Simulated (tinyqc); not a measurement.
Inside a calculation. Method: CCSD on RHF in the sto-3g basis, for H2O, spin multiplicity 1. One step of it, computed by the program tinyqc.

Task: Iteration 1: building the Fock matrix. J_ij = sum D_kl (ij|kl), K_ij = sum D_kl (ik|jl); F = H + J - 0.5 K; E = tr D H + tr D J / 2 - 0.25 tr D K + E_nn.

D at the start, order 1O 1s, 1O 2s, 1O 2px, 1O 2py, 1O 2pz, 2H 1s, 3H 1s:
$$\begin{pmatrix}
2.057216 & -0.211902 & 0.000000 & 0.000000 & 0.109891 & -0.152534 & -0.152534 \\
-0.211902 & 1.004749 & 0.000000 & 0.000000 & -0.400784 & 0.351365 & 0.351365 \\
0.000000 & 0.000000 & 2.000000 & 0.000000 & 0.000000 & 0.000000 & 0.000000 \\
0.000000 & 0.000000 & 0.000000 & 1.250109 & 0.000000 & 0.399769 & -0.399769 \\
0.109891 & -0.400784 & 0.000000 & 0.000000 & 1.858156 & 0.101156 & 0.101156 \\
-0.152534 & 0.351365 & 0.000000 & 0.399769 & 0.101156 & 0.288348 & 0.032666 \\
-0.152534 & 0.351365 & 0.000000 & -0.399769 & 0.101156 & 0.032666 & 0.288348
\end{pmatrix}$$

core Hamiltonian H = T + V (hartree), order 1O 1s, 1O 2s, 1O 2px, 1O 2py, 1O 2pz, 2H 1s, 3H 1s:
$$\begin{pmatrix}
-32.798217 & -7.631102 & 0.000000 & 0.000000 & -0.019067 & -2.031851 & -2.031851 \\
-7.631102 & -9.403695 & 0.000000 & 0.000000 & -0.218286 & -4.150411 & -4.150411 \\
0.000000 & 0.000000 & -7.513704 & 0.000000 & 0.000000 & 0.000000 & 0.000000 \\
0.000000 & 0.000000 & 0.000000 & -7.719604 & 0.000000 & -2.327635 & 2.327635 \\
-0.019067 & -0.218286 & 0.000000 & 0.000000 & -7.596927 & -1.550295 & -1.550295 \\
-2.031851 & -4.150411 & 0.000000 & -2.327635 & -1.550295 & -5.327667 & -1.709898 \\
-2.031851 & -4.150411 & 0.000000 & 2.327635 & -1.550295 & -1.709898 & -5.327667
\end{pmatrix}$$

Two-electron integrals (ij|kl) in chemists' order, unique and non-zero (hartree):
```
(11|11) 4.785065    (21|11) 0.741380    (21|21) 0.136873    (22|11) 1.118947
(22|21) 0.256633    (22|22) 0.817206    (31|31) 0.024477    (32|31) 0.037809
(32|32) 0.180518    (33|11) 1.115814    (33|21) 0.256684    (33|22) 0.817023
(33|33) 0.880159    (41|41) 0.024477    (42|41) 0.037809    (42|42) 0.180518
(43|43) 0.047444    (44|11) 1.115814    (44|21) 0.256684    (44|22) 0.817023
(44|33) 0.785270    (44|44) 0.880159    (51|51) 0.024477    (52|51) 0.037809
(52|52) 0.180518    (53|53) 0.047444    (54|54) 0.047444    (55|11) 1.115814
(55|21) 0.256684    (55|22) 0.817023    (55|33) 0.785270    (55|44) 0.785270
(55|55) 0.880159    (61|11) 0.199504    (61|21) 0.036482    (61|22) 0.067833
(61|33) 0.067708    (61|41) 0.001400    (61|42) 0.002606    (61|44) 0.067980
(61|51) 0.000890    (61|52) 0.001657    (61|54) 0.000173    (61|55) 0.067818
(61|61) 0.009847    (62|11) 0.448888    (62|21) 0.104083    (62|22) 0.362726
(62|33) 0.356894    (62|41) 0.006514    (62|42) 0.048157    (62|44) 0.369119
(62|51) 0.004141    (62|52) 0.030616    (62|54) 0.007772    (62|55) 0.361835
(62|61) 0.028199    (62|62) 0.193467    (63|31) 0.011324    (63|32) 0.064320
(63|43) 0.010198    (63|53) 0.006484    (63|63) 0.028777    (64|11) 0.259269
(64|21) 0.060942    (64|22) 0.226926    (64|33) 0.216456    (64|41) 0.014706
(64|42) 0.093215    (64|44) 0.244522    (64|51) 0.002150    (64|52) 0.018370
(64|54) 0.011360    (64|55) 0.219556    (64|61) 0.017298    (64|62) 0.147042
(64|64) 0.139388    (65|11) 0.164833    (65|21) 0.038745    (65|22) 0.144271
(65|33) 0.137614    (65|41) 0.002150    (65|42) 0.018370    (65|44) 0.142490
(65|51) 0.012691    (65|52) 0.075999    (65|54) 0.013298    (65|55) 0.152553
(65|61) 0.010997    (65|62) 0.093483    (65|64) 0.070322    (65|65) 0.073485
(66|11) 0.562982    (66|21) 0.132646    (66|22) 0.526258    (66|33) 0.504824
(66|41) 0.011511    (66|42) 0.114039    (66|44) 0.550178    (66|51) 0.007318
(66|52) 0.072502    (66|54) 0.028834    (66|55) 0.523156    (66|61) 0.036323
(66|62) 0.341266    (66|64) 0.296663    (66|65) 0.188607    (66|66) 0.774606
(71|11) 0.199504    (71|21) 0.036482    (71|22) 0.067833    (71|33) 0.067708
(71|41) -0.001400   (71|42) -0.002606   (71|44) 0.067980    (71|51) 0.000890
(71|52) 0.001657    (71|54) -0.000173   (71|55) 0.067818    (71|61) 0.009679
(71|62) 0.027225    (71|64) 0.015167    (71|65) 0.010621    (71|66) 0.034538
(71|71) 0.009847    (72|11) 0.448888    (72|21) 0.104083    (72|22) 0.362726
(72|33) 0.356894    (72|41) -0.006514   (72|42) -0.048157   (72|44) 0.369119
(72|51) 0.004141    (72|52) 0.030616    (72|54) -0.007772   (72|55) 0.361835
(72|61) 0.027225    (72|62) 0.157094    (72|64) 0.081931    (72|65) 0.073702
(72|66) 0.228814    (72|71) 0.028199    (72|72) 0.193467    (73|31) 0.011324
(73|32) 0.064320    (73|43) -0.010198   (73|53) 0.006484    (73|63) 0.022589
(73|73) 0.028777    (74|11) -0.259269   (74|21) -0.060942   (74|22) -0.226926
(74|33) -0.216456   (74|41) 0.014706    (74|42) 0.093215    (74|44) -0.244522
(74|51) -0.002150   (74|52) -0.018370   (74|54) 0.011360    (74|55) -0.219556
(74|61) -0.015167   (74|62) -0.081931   (74|64) -0.020537   (74|65) -0.037507
(74|66) -0.104128   (74|71) -0.017298   (74|72) -0.147042   (74|74) 0.139388
(75|11) 0.164833    (75|21) 0.038745    (75|22) 0.144271    (75|33) 0.137614
(75|41) -0.002150   (75|42) -0.018370   (75|44) 0.142490    (75|51) 0.012691
(75|52) 0.075999    (75|54) -0.013298   (75|55) 0.152553    (75|61) 0.010621
(75|62) 0.073702    (75|64) 0.037507    (75|65) 0.056635    (75|66) 0.117893
(75|71) 0.010997    (75|72) 0.093483    (75|74) -0.070322   (75|75) 0.073485
(76|11) 0.172956    (76|21) 0.040381    (76|22) 0.150225    (76|33) 0.147250
(76|44) 0.150607    (76|51) 0.002641    (76|52) 0.022303    (76|55) 0.152665
(76|61) 0.010798    (76|62) 0.077115    (76|64) 0.050442    (76|65) 0.041894
(76|66) 0.135339    (76|71) 0.010798    (76|72) 0.077115    (76|74) -0.050442
(76|75) 0.041894    (76|76) 0.036288    (77|11) 0.562982    (77|21) 0.132646
(77|22) 0.526258    (77|33) 0.504824    (77|41) -0.011511   (77|42) -0.114039
(77|44) 0.550178    (77|51) 0.007318    (77|52) 0.072502    (77|54) -0.028834
(77|55) 0.523156    (77|61) 0.034538    (77|62) 0.228814    (77|64) 0.104128
(77|65) 0.117893    (77|66) 0.343744    (77|71) 0.036323    (77|72) 0.341266
(77|74) -0.296663   (77|75) 0.188607    (77|76) 0.135339    (77|77) 0.774606
```

nuclear repulsion = 9.81414475 hartree

Give: Coulomb J; exchange K; Fock matrix F; total energy of this density.

Result:

Coulomb J (hartree), order 1O 1s, 1O 2s, 1O 2px, 1O 2py, 1O 2pz, 2H 1s, 3H 1s:
$$\begin{pmatrix}
17.680 & 3.353 & 0.000 & 0.000 & -0.007 & 0.893 & 0.893 \\
3.353 & 8.391 & 0.000 & 0.000 & 0.009 & 3.683 & 3.683 \\
0.000 & 0.000 & 8.372 & 0.000 & 0.000 & 0.000 & 0.000 \\
0.000 & 0.000 & 0.000 & 8.391 & 0.000 & 2.287 & -2.287 \\
-0.007 & 0.009 & 0.000 & 0.000 & 8.387 & 1.461 & 1.461 \\
0.893 & 3.683 & 0.000 & 2.287 & 1.461 & 5.337 & 1.519 \\
0.893 & 3.683 & 0.000 & -2.287 & 1.461 & 1.519 & 5.337
\end{pmatrix}$$

exchange K (hartree), order 1O 1s, 1O 2s, 1O 2px, 1O 2py, 1O 2pz, 2H 1s, 3H 1s:
$$\begin{pmatrix}
9.731 & 1.709 & 0.000 & 0.000 & 0.010 & 0.467 & 0.467 \\
1.709 & 2.574 & 0.000 & 0.000 & -0.089 & 1.279 & 1.279 \\
0.000 & 0.000 & 2.244 & 0.000 & 0.000 & 0.000 & 0.000 \\
0.000 & 0.000 & 0.000 & 2.096 & 0.000 & 0.750 & -0.750 \\
0.010 & -0.089 & 0.000 & 0.000 & 2.234 & 0.440 & 0.440 \\
0.467 & 1.279 & 0.000 & 0.750 & 0.440 & 1.264 & 0.515 \\
0.467 & 1.279 & 0.000 & -0.750 & 0.440 & 0.515 & 1.264
\end{pmatrix}$$

Fock matrix F (hartree), order 1O 1s, 1O 2s, 1O 2px, 1O 2py, 1O 2pz, 2H 1s, 3H 1s:
$$\begin{pmatrix}
-19.983 & -5.133 & 0.000 & 0.000 & -0.031 & -1.372 & -1.372 \\
-5.133 & -2.300 & 0.000 & 0.000 & -0.165 & -1.106 & -1.106 \\
0.000 & 0.000 & -0.264 & 0.000 & 0.000 & 0.000 & 0.000 \\
0.000 & 0.000 & 0.000 & -0.377 & 0.000 & -0.415 & 0.415 \\
-0.031 & -0.165 & 0.000 & 0.000 & -0.327 & -0.310 & -0.310 \\
-1.372 & -1.106 & 0.000 & -0.415 & -0.310 & -0.623 & -0.449 \\
-1.372 & -1.106 & 0.000 & 0.415 & -0.310 & -0.449 & -0.623
\end{pmatrix}$$

total energy of this density = -74.71559 hartree
